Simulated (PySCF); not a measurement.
First SCF of a structure search on doublet PO2, at a hand-made linear geometry. PySCF input:

```python
from pyscf import gto, scf, dft
mol = gto.M(atom='''
P      0.000000     0.000000     0.000000
O      0.000000     0.000000     1.590000
O      0.000000     0.000000    -1.590000''',
    basis={'P': 'def2-TZVP', 'O': 'def2-TZVP'},
    charge=0, spin=1)
mf = dft.UKS(mol, xc='PBE0')
mf.grids.atom_grid = (50, 194)
aux = {'P': 'def2-universal-JKFIT', 'O': 'def2-universal-JKFIT'}
mf = mf.density_fit(auxbasis=aux)
mf.conv_tol = 1e-08
mf.diis_space = 10
mf.max_cycle = 60
mf.init_guess = 'minao'
mf.verbose = 4
mf.kernel()
```

Excerpt of the output (cycles alone):

```
init E= -491.666051997055
cycle= 1 E= -491.261783431023  delta_E= 0.404  |g|= 0.788  |ddm|= 1.79
cycle= 2 E= -489.832134566165  delta_E= 1.43  |g|= 1.98  |ddm|= 1.55
cycle= 3 E= -491.527391038307  delta_E= -1.7  |g|= 0.0308  |ddm|= 1.14
cycle= 4 E= -491.527735515395  delta_E= -0.000344  |g|= 0.0248  |ddm|= 0.145
cycle= 5 E= -491.528029587372  delta_E= -0.000294  |g|= 0.00615  |ddm|= 0.0259
cycle= 6 E= -491.528048395847  delta_E= -1.88e-05  |g|= 0.00129  |ddm|= 0.00925
cycle= 7 E= -491.528050109081  delta_E= -1.71e-06  |g|= 0.000464  |ddm|= 0.00231
cycle= 8 E= -491.528050554402  delta_E= -4.45e-07  |g|= 0.000172  |ddm|= 0.000906
cycle= 9 E= -491.528050691812  delta_E= -1.37e-07  |g|= 6.4e-05  |ddm|= 0.00082
cycle= 10 E= -491.528050694315  delta_E= -2.5e-09  |g|= 7.27e-06  |ddm|= 7.58e-05
Extra cycle  E= -491.528050694285  delta_E= 3.02e-11  |g|= 1.29e-05  |ddm|= 1.52e-05
converged SCF energy = -491.528050694285  <S^2> = 0.76193752  2S+1 = 2.0119021
```

No lower solution of this spin was found by a stability analysis within the unrestricted form.

The search for the lowest solution, with the stability check, took 2.6 s on 4 threads of a shared Arm Neoverse V1 host, with 99 basis functions; the process peaked at 0.32 GiB.
